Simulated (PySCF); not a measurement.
# Two probes of the same atoms: core binding energy and nuclear shielding

Compound: C4H5F.
Structure used (PBE0-D3(BJ)/def2-SVP), in Å, numbered top down from 1:
```xyz
10
C4H5F angstrom
F      2.3224    0.1421   -0.5593
C      1.0374    0.1706   -0.2663
C      0.1257    1.1455   -0.1933
C     -0.9525    0.1534    0.1952
C      0.1353   -0.9624    0.1012
H      0.1352    2.2249   -0.3456
H     -1.7771    0.0396   -0.5268
H     -1.3768    0.2822    1.2042
H     -0.0320   -1.7197   -0.6815
H      0.3649   -1.4718    1.0509
```

Binding energies: PySCF 2.14.0, delta-SCF UKS SCAN, pcX-2 on the ionised atom, pcseg-1 elsewhere, spin-free X2C. Shieldings: GIAO PBE0/pcSseg-1, non-relativistic, same geometry.

```tsv
atom	isotropic shielding (ppm)
C2	24.6
C3	75.3
C4	164.3
C5	149.7
```

Question: What are the C 1s binding energies of these atoms?

Answer: 
```tsv
atom	environment	C 1s (eV)	isotropic shielding (ppm)
C3	alkene CH carbon	290.39	75.3
C4	allylic carbon	291.12	164.3
C5	allylic carbon	291.20	149.7
C2	vinylic C–F carbon	292.73	24.6
```

Question: Among the listed atoms, is the one with the highest binding energy also the least shielded?

Answer: Yes: C2 has both (292.73 eV, 24.6 ppm).

By binding energy: C3 < C4 < C5 < C2. By shielding: C2 < C3 < C5 < C4.

Isolated species at its PBE0-D3(BJ)/def2-SVP geometry, gas phase.
